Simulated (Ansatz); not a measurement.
**P2H+ (triplet): from Hartree-Fock to the top rungs, cc-pVTZ**

Aim: climb from Hartree-Fock through coupled cluster and multireference methods for P2H+ (triplet) at one geometry and basis, and see what each rung misses.

Program: Ansatz 0.2.0, Gaussian basis. Level of theory: cc-pVTZ, core rule «outside noble gas», up to 10 orbitals frozen. These are calculated values, not measurements.

Plan: UHF; CCSD(T) on ROHF; CCSD(T) on UHF; BCCD(T) on ROHF; CCSDT(Q) on ROHF; CCSDT(Q) on UHF; CASSCF and MRCISD+Q, 10 electrons in 9 orbitals; CASSCF and NEVPT4(SD), 10 electrons in 9 orbitals; CASSCF and NEVPT2, 10 electrons in 9 orbitals.

3 further runs of the same task are left out: 3 set aside as unsound or not needed.

## Step 1: The geometry

The geometry is a PBE0/def2-TZVP stationary point (not a proven minimum) of the parent state, kept for this charge and spin.

3 atoms, charge 1, spin multiplicity 3.

Atoms are counted from 1 here; the program's logs count them from 0.

Bond lengths: P1–P2 1.991 Å, P1–H3 1.433 Å. Angles: P2–P1–H3 97.2°.

Geometry (Å):

```csv
atom,x (Å),y (Å),z (Å)
P1,0.0000,-0.0767,0.9739
P2,0.0000,0.0334,-1.0140
H3,0.0000,1.3332,1.2319
```

## Step 2: UHF

Contents of in.yaml:

```yaml
crystal:
  periodic: [false, false, false]
  atoms:
    - {symbol: P, position_ang: [0.000000, -0.076741, 0.973875]}
    - {symbol: P, position_ang: [0.000000, 0.033358, -1.013963]}
    - {symbol: H, position_ang: [0.000000, 1.333150, 1.231888]}
basis:
  gaussian: {orbitals: cc-pVTZ}
total_charge: 1
magnetization: {spin_polarized: true, initial_magnetization: 2}
hamiltonian: {xc: hf}
output: {orbitals: {seedname: orbitals}}
```

Run with:

```
$ ansatz run in.yaml --threads 1 --pin off --events-out ev --progress --plain --max-ram 3968MiB --backend cpu
```

Further steps of the session: CCSD(T) on ROHF; CCSD(T) on UHF; BCCD(T) on ROHF; CCSDT(Q) on ROHF; CCSDT(Q) on UHF; CASSCF and MRCISD+Q, 10 electrons in 9 orbitals; CASSCF and NEVPT4(SD), 10 electrons in 9 orbitals; CASSCF and NEVPT2, 10 electrons in 9 orbitals.

**Question.** What will the summary of the whole plan be? Wanted: UCCSDT(Q) below the RHF energy; RMP2 from UCCSDT(Q); UMP2 from UCCSDT(Q); RCCSD from UCCSDT(Q); RCCSD(T) from UCCSDT(Q); UCCSD(T) from UCCSDT(Q); RCCSDT(Q) from UCCSDT(Q); NEVPT2 valence from UCCSDT(Q); NEVPT4(SD) valence from UCCSDT(Q).

**Answer**, as computed:

```
                         quantity                      value
   UCCSDT(Q) below the RHF energy                 -7.5432 eV
              RMP2 from UCCSDT(Q)            +33.32 kcal/mol
              UMP2 from UCCSDT(Q)            +34.41 kcal/mol
             RCCSD from UCCSDT(Q)             +9.75 kcal/mol
          RCCSD(T) from UCCSDT(Q)             +1.73 kcal/mol
          UCCSD(T) from UCCSDT(Q)             +1.75 kcal/mol
         RCCSDT(Q) from UCCSDT(Q)             +0.04 kcal/mol
    NEVPT2 valence from UCCSDT(Q)            +32.64 kcal/mol
NEVPT4(SD) valence from UCCSDT(Q)             +5.19 kcal/mol
  MRCISD+Q valence from UCCSDT(Q)             +2.62 kcal/mol
levels within 1 kcal/mol (43 meV)  RCCSDT, UCCSDT, RCCSDT(Q)
                    T1 diagnostic                      0.027
   effectively unpaired electrons                       2.04
```

In words: RCCSD(T) misses by +1.73 kcal/mol, 1.0 % of the correlation energy. One determinant dominates. Of the multireference levels listed MRCISD+Q valence comes nearest in total energy (+2.62 kcal/mol), which doesn't show that its space is the better one. Coupled cluster took another determinant than the lowest Hartree-Fock one. These misses are within one basis, not against nature; the frozen cores of restricted and unrestricted runs differ, which can shift their rows.
